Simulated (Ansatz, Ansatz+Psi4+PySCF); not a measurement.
```yaml
atoms:
  - { symbol: Si, position_ang: [0.0000, 0.0000, 1.1300] }
  - { symbol: Si, position_ang: [0.0000, 0.0000, -1.1300] }
```

Basis set: cc-pV(T+d)Z (spherical functions). Left uncorrelated: 10 orbitals. Correlation on ROHF uses semicanonical orbitals with singles. Charge 0, multiplicity 3.

Computed with Ansatz (development build ahead of 0.2.0); free ground-state atoms in the same class of orbitals, no zero-point energy, no relativity.

The atomization energy of triplet Si2 from measured heats of formation, zero-point and thermal terms removed is 3.239 eV (G2/97 set, Curtiss et al., J. Chem. Phys. 106, 1063 (1997), as shipped with ASE); it holds spin-orbit and other relativistic effects.

Task: How far do ROHF-CCSD(T), ROHF-CCSD, UHF-CCSD(T), UHF-CCSD, ROHF-MP2, UHF-MP2, UHF-CCSDT, ROHF-CCSDT, ROHF, UHF miss it in this basis?

Result:

```csv
method,atomization energy (eV),computed − measured (eV)
ROHF-CCSD(T),3.074,-0.165
ROHF-CCSD,2.903,-0.336
UHF-CCSD(T),3.070,-0.169
UHF-CCSD,2.897,-0.342
ROHF-MP2,3.066,-0.173
UHF-MP2,3.038,-0.201
UHF-CCSDT,3.081,-0.158
ROHF-CCSDT,3.082,-0.157
ROHF,1.932,-1.307
UHF,1.804,-1.435
```

Caution for ROHF-CCSD(T), ROHF-CCSD, UHF-CCSD(T), UHF-CCSD, ROHF-MP2, UHF-MP2, UHF-CCSDT, ROHF-CCSDT: a plain start can end on a higher determinant.
